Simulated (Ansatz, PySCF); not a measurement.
This Ansatz (an electronic-structure program) input computes a CCSD(T)/cc-pVDZ energy:

Ansatz 0.2 input:
```yaml
crystal:
  periodic: [false, false, false]
  atoms:
    - {symbol: C, position_ang: [1.22575544, 0.17309225, 0.00894148]}
    - {symbol: C, position_ang: [-0.03107836, 0.64387051, -0.00922939]}
    - {symbol: H, position_ang: [1.47813325, -0.91357007, 0.02636841]}
    - {symbol: H, position_ang: [2.10642756, 0.82312597, 0.00806544]}
    - {symbol: C, position_ang: [-1.09160938, -0.43922734, -0.00400391]}
    - {symbol: H, position_ang: [-0.69725428, -1.48823368, 0.01421419]}
    - {symbol: H, position_ang: [-1.76093960, -0.33173915, 0.86187210]}
    - {symbol: H, position_ang: [-1.74477312, -0.35599558, -0.88476921]}
basis:
  gaussian:
    orbitals: cc-pVDZ
total_charge: -1
magnetization: {spin_polarized: false}
correlation: {method: ccsd_t, electrons: outside_noble_gas}
```

Problem. Write an input for the same energy in PySCF and say what it gives.

Solution. 
```python
from pyscf import gto, scf, mp, cc as ccmod

mol = gto.M(
    atom='''
    C     1.22575544    0.17309225    0.00894148
    C    -0.03107836    0.64387051   -0.00922939
    H     1.47813325   -0.91357007    0.02636841
    H     2.10642756    0.82312597    0.00806544
    C    -1.09160938   -0.43922734   -0.00400391
    H    -0.69725428   -1.48823368    0.01421419
    H    -1.76093960   -0.33173915    0.86187210
    H    -1.74477312   -0.35599558   -0.88476921
    ''',
    basis='cc-pvdz',
    charge=-1,
    spin=0,
    verbose=4,
)

mf = scf.RHF(mol)
mf.conv_tol = 1e-10
mf.max_cycle = 100
mf.kernel()
mp2 = mp.MP2(mf, frozen=3).run()
cc = ccmod.CCSD(mf, frozen=3)
cc.max_cycle = 100
cc.kernel()
et = cc.ccsd_t()
print(f'E(CCSD(T)) = {cc.e_tot + et:.9f}')
```
It gives -116.87385 Eh, and Ansatz -116.87385 Eh, a difference of 0.00 mEh.

It need not be the lowest isomer of its formula. Whether it binds its extra electron was not tested at this geometry.
